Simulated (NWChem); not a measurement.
## Correlation energy of O (-1)

SMILES: [O-]
```xyz
1

O      0.0000     0.0000     0.0000
```
Charge -1, spin multiplicity 2.

The numbers come from NWChem runs, not from measurements.

Basis set: def2-SVPD. Each correlation energy counts from its own Hartree-Fock reference.

The correlated methods keep 1 core orbital frozen. No SCF solution was tested for a lower state. Open-shell Hartree-Fock references start from PBE0 orbitals. Coupled-cluster values serve here as a point of comparison, not as the truth.

Order these methods by the correlation energy they give, lowest first: UMP2, SCS-UMP2, CCSD on UHF, CCSD[T] on UHF, CCSD(T) on UHF, CCSD on ROHF.

CCSD[T] on UHF (-188.8 mHa), CCSD(T) on UHF (-187.4 mHa), CCSD on ROHF (-186.3 mHa), CCSD on UHF (-181.9 mHa), UMP2 (-171.7 mHa), SCS-UMP2 (-167.2 mHa)
